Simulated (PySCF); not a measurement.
# BH5P2: the cost of one run

Programs: PySCF 2.14.0, with density-fitted response routines of our own. Each step states its level of theory. These are calculated values for one molecule in the gas phase, unless marked as measured. Atoms count from 0, in the outputs and in this text.

## Step 1: Starting geometry

8 atoms, charge 0, multiplicity 1; geometry from: GFN2-xTB. The atoms were then displaced at random by about 0.01 Å, so the start is not that level's minimum.

Bonds of the start (Å): B0–P1 1.86, P1–P2 2.18, B0–H3 1.20, B0–H4 1.14, P1–H5 1.38, P2–H6 1.40, P2–H7 1.38.

## Step 2: Optimising the geometry at PBE0-D3(BJ)/def2-SVP

What the job is given:

```
{"job": {"xc": "PBE0", "basis": "def2-SVP", "d3": "d3bj", "grid": 1, "shake": 0.01, "kind": "geom"}, "charge": 0, "multiplicity": 1}
B      1.523220     0.249460    -0.176670
P      0.088430    -0.402540     0.805250
P     -1.660450    -0.174150    -0.468140
H      1.438540     1.336910    -0.669950
H      2.523660    -0.292600    -0.192420
H      0.254070    -1.762610     0.658030
H     -1.570660     1.219780    -0.440360
H     -2.541670    -0.193390     0.587280
```

The run is started by

```bash
OMP_NUM_THREADS=1 python probes_run.py task.json out
```

The driver reads the jobs from task.json and runs them one after another.

**Question.** How long does this first job take on 1 thread of Arm Neoverse V1, shared host, and how much memory does it need?

About 19 s, with a peak of 0.32 GiB.
